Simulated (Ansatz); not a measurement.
# BH4− (singlet): from Hartree-Fock to the top rungs at distance B1–H5 = 2.260 Å, aug-cc-pVTZ

One table from this session's results is given with a row withheld; the runs are named, their logs left out.

Method: aug-cc-pVTZ, core rule «outside noble gas», up to 1 orbitals frozen; program: Ansatz 0.2.0, Gaussian basis.

The runs, in order: UHF; CCSD(T) on RHF; BCCD(T) on RHF; CCSDT(Q) on RHF; CASSCF and NEVPT2, 8 electrons in 8 orbitals.

3 further runs of the same task are left out: 2 for a known fault of the program, 1 set aside as unsound or not needed. Runs told in other sessions of the task aren't counted.

**What is computed**

The geometry derives from a PBE0/def2-TZVPD stationary point (not a proven minimum). One bond is set to the value named and the two fragments are kept rigid.

5 atoms, charge -1, spin multiplicity 1.

Atoms are counted from 1 here; the program's logs count them from 0.

Bond lengths: B1–H2 1.239 Å, B1–H3 1.239 Å, B1–H4 1.239 Å. Angles: H2–B1–H3 109.5°, H2–B1–H4 109.5°, H3–B1–H4 109.5°.

Set-up of the first run:

The input, in.yaml:

```yaml
crystal:
  periodic: [false, false, false]
  atoms:
    - {symbol: B, position_ang: [-0.040082, 0.040209, 0.039767]}
    - {symbol: H, position_ang: [0.674284, 0.756411, 0.755664]}
    - {symbol: H, position_ang: [-0.759365, -0.671890, 0.754833]}
    - {symbol: H, position_ang: [-0.751765, 0.754976, -0.680224]}
    - {symbol: H, position_ang: [1.266757, -1.270770, -1.256808]}
basis:
  gaussian: {orbitals: aug-cc-pVTZ}
total_charge: -1
magnetization: {spin_polarized: true, initial_magnetization: 0}
hamiltonian: {xc: hf}
output: {orbitals: {seedname: orbitals}}
```

The run is started by

```console
$ ansatz run in.yaml --threads 1 --pin off --events-out ev --progress --plain --max-ram 2816MiB --backend cpu
```

Among the steps run: UHF; CCSD(T) on RHF; BCCD(T) on RHF; CCSDT(Q) on RHF; CASSCF and NEVPT2, 8 electrons in 8 orbitals.

One of the session's tables, all rows but one given; the rest of the session is left out.

```
        method  from RCCSDT(Q) (meV)
           RHF               +5383.3
          RMP2                     ?
         RCCSD                +207.5
      RCCSD(T)                 +31.1
       BCCD(T)                 +30.8
        RCCSDT                  +4.6
     RCCSDT(Q)                     0
CASSCF valence               +3399.0
NEVPT2 valence                +968.3
```

**Question.** Estimate the row for RMP2.

As computed: from RCCSDT(Q) (meV): +1035.0. In the column «from RCCSDT(Q) (meV)» it lies between NEVPT2 valence (+968.3) and CASSCF valence (+3399.0).
